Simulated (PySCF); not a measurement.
# C4H5F: the cost of one run

Computed with PySCF 2.14.0 and routines of our own; the level stands in each step. Atoms count from 0.

## (1) The starting structure

10 atoms, charge 0, multiplicity 1; geometry from: GFN2-xTB.

## (2) Relaxing the molecule at PBE0-D3(BJ)/def2-TZVP

The job: settings as JSON, then the geometry in Å.

```
{"job": {"xc": "PBE0", "basis": "def2-TZVP", "d3": "d3bj", "grid": 2, "kind": "geom"}, "charge": 0, "multiplicity": 1}
C     -1.813278     0.399865     0.046580
C     -0.609641     0.007540     0.449870
C      0.551699    -0.000929    -0.408346
C      1.748908    -0.395996     0.006135
F      2.816255    -0.395896    -0.807666
H     -2.663099     0.396489     0.706253
H     -1.988131     0.738801    -0.961104
H     -0.454539    -0.329212     1.466259
H      0.424719     0.331194    -1.428940
H      1.995989    -0.747201     0.997788
```

Command:

```bash
> OMP_NUM_THREADS=1 python excited_run.py task.json out
```

This one command runs all jobs of the session in turn.

Q: Estimate the wall time and peak memory of this first job on 1 thread of Intel Xeon 6975P-C, shared host.

About 48 s, with a peak of 0.77 GiB.
